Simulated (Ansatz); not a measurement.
**MgH2, singlet: CASSCF and its corrections**

Program: Ansatz, Gaussian basis, development build. Basis cc-pV(T+d)Z on Mg, cc-pVTZ on H, nonrelativistic, no frozen core. State-specific CASSCF; RHF is the lowest restricted (open-shell) Hartree–Fock solution met. No symmetry is imposed, so a solution can break that of the shape. Lower solutions, or ones in other orbitals, may exist.

Geometry. A bond is stretched, to 2.27 times the sum of the covalent radii.

```csv
atom,x (Å),y (Å),z (Å)
Mg,0.0000,0.0000,0.0000
H,0.0000,0.0000,3.9100
H,0.0000,0.0000,-1.7000
```

Question: What do CASSCF and its corrections give against RHF in CAS(4,6), and what are the occupations?

Answer: CASSCF -2.765 eV, SC-NEVPT2 -4.342 eV; occupations 1.95, 1.42, 0.58, 0.02, 0.01, 0.01.
